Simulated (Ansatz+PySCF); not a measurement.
The numbers below are computed, except where a source is named.
Input for PySCF 2.14.0:

```python
from pyscf import gto, scf, cc

mol = gto.M(atom="""
C 0.000000 0.000000 -0.942070
C 0.000000 0.000000 0.942070
""", basis='6-31g', charge=0, spin=0)
mf = scf.RHF(mol)
mf.kernel()
mycc = cc.CCSD(mf, frozen=2).run()
et = mycc.ccsd_t()
print(mf.e_tot, mycc.e_corr, et, mycc.e_tot + et)
```

The script is written out from the run's settings.

Results

```json
{
  "Converged": "yes",
  "Reference energy": "-75.27830 hartree",
  "CCSD correlation energy": "-0.20904 hartree",
  "Triples correction": "-0.01112 hartree",
  "Total energy": "-75.49846 hartree"
}
```

Caution: large amplitudes, a single reference is doubtful; another spin multiplicity may lie lower; an unrestricted determinant lies well below.
